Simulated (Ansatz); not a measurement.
Trigonal Se, treated with LDA (Ansatz, a program for electronic structure, PAW).

Numerical settings: plane-wave cutoff 520 eV, 12×12×8 k mesh (along the axes of the cell as run), Fermi–Dirac smearing 0.01 eV, scalar-relativistic PAW data made under PBE.

Starting structure:

```
CELL_PARAMETERS angstrom
      4.37000     0.00000     0.00000
     -2.18500     3.78453     0.00000
      0.00000     0.00000     4.95000
ATOMIC_POSITIONS crystal
  Se 0.00000 0.22500 0.66667
  Se 0.77500 0.77500 0.00000
  Se 0.22500 0.00000 0.33333
```

Q: Into what structure does the relaxation of cell and atoms lead at this level, with the symmetry of the start kept?

A: The volume shrinks by 16 %; final space group P3_121.
```
CELL_PARAMETERS angstrom
      3.94576     0.00000     0.00000
     -1.97288     3.41713     0.00000
      0.00000     0.00000     5.12034
ATOMIC_POSITIONS crystal
  Se 0.00000 0.25552 0.66667
  Se 0.74448 0.74448 0.00000
  Se 0.25552 0.00000 0.33333
```
